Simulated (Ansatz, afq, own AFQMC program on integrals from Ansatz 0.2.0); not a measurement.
BeSe⁻, doublet: AFQMC among the cluster methods

| atom | x (Å) | y (Å) | z (Å) |
| --- | --- | --- | --- |
| Se | 0.0000 | 0.0000 | 0.0000 |
| Be | 0.0000 | 0.0000 | 5.1800 |

Basis aug-cc-pVDZ. Noble-gas cores (and the filled d shells of Ga–Kr and In–Xe) are frozen. Integrals, coupled cluster, full CI and functionals: Ansatz 0.2.0; the random walks run on the same integrals in our own AFQMC program. The CISD trial takes its coefficients from CCSD amplitudes. Released means that phaseless walkers are propagated on without the constraint, phases kept. Error bars are statistical, one sigma. No spin–orbit coupling.

Determinant: ROHF, the one that the program's search chose, which needn't be the lowest solution. The geometry is a point of a scan.

No full CI on the walks' own integrals is used here; CCSDT(Q) serves as the reference and is uncertain by about the last step of the cluster series.

Cautions: no relativity below Rb; no spin-orbit coupling; inner d shell frozen.

- T1 diagnostic: 0.0197
- weight of the determinant in the CISD state: 0.841
- size of the correlated space: 9 electrons in 44 orbitals

Reference: CCSDT(Q), correlation energy -4.659 eV. The released energy is read at 2.40 1/Eh (meV from the phaseless value at times in 1/Eh: -6 ± 14 at 0.24, -6 ± 12 at 0.51, -3 ± 12 at 0.99, -20 ± 15 at 1.62, 9 ± 19 at 2.40).

```csv
level,E − E(reference) (kcal/mol),share of correlation (%)
HF,107.44,0.00
MP2,23.63,78.00
CCSD,2.71,97.48
CCSD(T),0.54,99.50
CCSDT,0.15,99.86
ph-AFQMC/CISD,0.62 ± 0.29,99.43
released AFQMC,0.81 ± 0.43,99.24
```

A walk keeps the symmetry of its determinant, which the program's search chose and which needn't be the lowest solution, so a lower state of the same spin and another symmetry isn't excluded. Released energies are given only where the last usable release times agree within the noise; a slower fall can still hide under it.
